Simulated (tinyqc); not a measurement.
Hueckel theory of the pi electrons with the omega technique, for the molecule NC=CCl (SMILES; centres numbered as the heavy atoms are written), step by step. One step of it, computed by the program tinyqc.

Task: Energy, charges, bond orders. E = sum n x; q_r = z_r - P_rr; bond order p = P_rs; free valence = sqrt(3) - sum of p over the bonds of the atom.

final x values: 2.149028  1.968792  0.587064  -1.204885

occupations: 2.000000  2.000000  2.000000  0.000000

final P:
```
            1N         2C         3C        4Cl
1N    1.920192   0.280986  -0.270496   0.033554
2C    0.280986   1.010712   0.952353  -0.118135
3C   -0.270496   0.952353   1.083203   0.113724
4Cl   0.033554  -0.118135   0.113724   1.985893
```

Centres:
```
centre  z_r, pi electrons of the neutral centre         h
1N                                            2  1.500000
2C                                            1  0.000000
3C                                            1  0.000000
4Cl                                           2  2.000000
```

Bonds:
```
i  j         k
1  2  0.800000
2  3         1
3  4  0.400000
```

Give: pi energy = 6 alpha + this times beta; pi charges; Bond orders and lengths from R = 1.517 - 0.180 p; free valence of the carbons; gap between the highest filled and the next level.

Result:

pi energy = 6 alpha + this times beta = 9.4098

pi charges: 1N 0.0798, 2C -0.0107, 3C -0.0832, 4Cl 0.0141

Bond orders and lengths from R = 1.517 - 0.180 p (angstrom, C-C alone):
```
bond       p       R
1-2   0.2810       -
2-3   0.9524  1.3456
3-4   0.1137       -
```

free valence of the carbons: 2C 0.4987, 3C 0.6660

gap between the highest filled and the next level = 1.7919 |beta|
